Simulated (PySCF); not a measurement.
Run record: geometry optimisation, `C1CC1C(Cl)=O`.

Method: PBE0-D3(BJ)/def2-SVP geometry optimisation, gas phase (PySCF 2.14.0). Start geometry: GFN2-xTB. The input is one job of a driver script: a line of settings, then coordinates in Å.

Command:
```bash
OMP_NUM_THREADS=1 python probes_run.py task.json out
```

Input:
```
{"job": {"xc": "PBE0", "basis": "def2-SVP", "d3": "d3bj", "grid": 1, "shake": 0.01, "kind": "geom"}, "charge": 0, "multiplicity": 1}
O      1.982510    -1.670190     0.801410
C      1.309350    -0.864120     0.182630
Cl     1.963870    -0.186070    -1.328530
C      0.020140    -0.350540     0.513750
C     -0.411580     1.067720     0.194110
C     -1.027570    -0.028570    -0.565520
H     -0.372600    -0.789070     1.439100
H      0.341090     1.697390    -0.293140
H     -0.996540     1.592820     0.970550
H     -2.049920    -0.312830    -0.353770
H     -0.720640    -0.182370    -1.576260
```

Q: Give the output.

A: 
```
step   0  E = -690.11650608  max force = 0.055355
step   1  E = -690.11950222  max force = 0.016684
step   2  E = -690.12014609  max force = 0.010365
step   3  E = -690.12089421  max force = 0.003536
step   4  E = -690.12086593  max force = 0.004579
step   5  E = -690.12112813  max force = 0.001229
step   6  E = -690.12121878  max force = 0.001088
step   7  E = -690.12127004  max force = 0.001405
step   8  E = -690.12127963  max force = 0.000783
step   9  E = -690.12128359  max force = 0.000206
optimisation converged
```

Energies in Eh; «max force» is the largest Cartesian gradient component in Eh/bohr.

Q: How much energy does the optimisation release, in eV?

A: E(step 0) − E(last step) = 0.004778 Eh, which is 0.130 eV.

Q: At which steps does the energy rise by more than 1e-5 Eh?

A: At step 4 (+0.03 mEh).

Main results: final energy -690.12128 Eh after 9 steps; dipole 3.21 D.

Q: Give the final coordinates.

A: 0.025 Å rms from the input after alignment:
```
atom  x, y, z in Å
O1     1.7246   -1.9626    0.6071
C2     1.2079   -1.0409    0.0751
Cl3    1.9856   -0.2921   -1.3756
C4    -0.0587   -0.3974    0.4727
C5    -0.2745    1.0919    0.3244
C6    -1.0225    0.1591   -0.5509
H7    -0.4782   -0.8879    1.3546
H8     0.5430    1.6628   -0.1213
H9    -0.7946    1.5831    1.1502
H10   -2.0824   -0.0220   -0.3578
H11   -0.7173    0.0880   -1.5973
```

Q: Estimate the wall time. Hardware: one thread, Arm Neoverse V1 (aarch64), shared host with 32 logical CPUs at a one-minute load of 14. And the peak memory of the process?

A: About 44 s, with 0.48 GiB resident at the peak, the Python interpreter and its libraries included.
Labels such as C1 count atoms from 1, the log's own numbers from 0.
